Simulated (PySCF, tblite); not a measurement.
5 × hydrogen fluoride

A gas-phase complex of 5 × hydrogen fluoride; neutral, singlet. The structure comes from a short search (6 tight-binding starts) and was relaxed by PBE0-D3(BJ)/def2-SVPD; another way of binding may lie lower. Frequencies by PBE0-D3(BJ)/def2-SVPD show no clear imaginary mode.

```tsv
part	name	SMILES	atoms	charge	multiplicity
1	hydrogen fluoride	F	1–2	0	1
2	hydrogen fluoride	F	3–4	0	1
3	hydrogen fluoride	F	5–6	0	1
4	hydrogen fluoride	F	7–8	0	1
5	hydrogen fluoride	F	9–10	0	1
```

Coordinates in Å:
```
F1      0.222    0.689   -0.282
H2      0.554    0.656    0.622
F3      1.324    2.432   -1.600
H4      0.855    1.731   -1.134
F5      2.956    3.552   -0.161
H6      2.332    3.151   -0.777
F7      2.857    2.499    2.047
H8      2.942    2.953    1.201
F9      1.168    0.731    1.976
H10     1.844    1.412    2.065
```

Contacts between parts, classed by geometry: H10···F7 1.487 Å (hydrogen bond, 174°); H6···F3 1.487 Å (hydrogen bond, 174°); H4···F1 1.487 Å (hydrogen bond, 174°); H8···F5 1.487 Å (hydrogen bond, 174°); H2···F9 1.489 Å (hydrogen bond, 174°).

Deforming the relaxed parts to their shape here costs 5.0 kcal/mol, which the interaction energies leave out.

Interaction energies are complex less parts, with the parts frozen as they stand in it; counterpoise-corrected, in kcal/mol (PySCF).

Problem. Give the interaction energy at each level run.

Solution. 
```tsv
level	interaction	superposition error removed
wB97M-D3(BJ)/def2-TZVPD	-43.40	-0.40
PBE0-D3(BJ)/def2-TZVPD	-48.04	-0.39
RI-MP2/def2-TZVPD	-38.85	-3.30
```

Problem. What holds them together? Decompose the wB97M-D3(BJ)/def2-TZVPD energy: frozen parts, their antisymmetrised product, then relaxation.

Solution. electrostatic -74.6, Pauli repulsion +102.5, orbital relaxation -68.8, dispersion correction -2.9 kcal/mol, which sum to the value before the counterpoise correction; the Pauli term holds the exchange-correlation of the frozen density too. Of the attraction, 51 % is electrostatic, 47 % is orbital relaxation, 2 % is dispersion correction.

The parts were also relaxed and run alone, at the levels used for the complex: shieldings by PBE0/pcSseg-2; core levels by delta-SCF with SCAN, pcX-2 on the ionised atom and pcseg-1 elsewhere, spin-free X2C.

Problem. How do these values change when the complex forms?

Solution. 
```json
{"property": "F9–H10 bond (Å)", "alone": "0.920", "in the complex": "0.964", "change": "+0.044"}
{"property": "shielding of H10 (ppm)", "alone": "29.19", "in the complex": "20.35", "change": "-8.84"}
{"property": "shielding of F7 (ppm)", "alone": "410.9", "in the complex": "378.8", "change": "-32.1"}
{"property": "shielding of H6 (ppm)", "alone": "29.19", "in the complex": "20.35", "change": "-8.84"}
{"property": "shielding of F3 (ppm)", "alone": "410.9", "in the complex": "378.8", "change": "-32.1"}
{"property": "F9 1s core level (eV)", "alone": "694.12", "in the complex": "694.29", "change": "+0.18"}
```

Density functionals tend to overstate the lengthening and the red shift of so strongly bound an X–H bond.

Problem. What are the binding energy from relaxed parts (wB97M-D3(BJ)/def2-TZVPD), and ΔH and ΔG of association at 298.15 K and 1 atm?

Solution. -38.37 kcal/mol, -29.10 with zero-point energy; ΔH -33.4 and ΔG +2.3 kcal/mol, from harmonic vibrations by PBE0-D3(BJ)/def2-SVPD with low modes damped.

The 6 runs behind this took 9.3 min in all, one thread each of Intel Xeon Platinum 8488C on a shared host, launched as `OMP_NUM_THREADS=1 python cluster_run.py task.json out`.
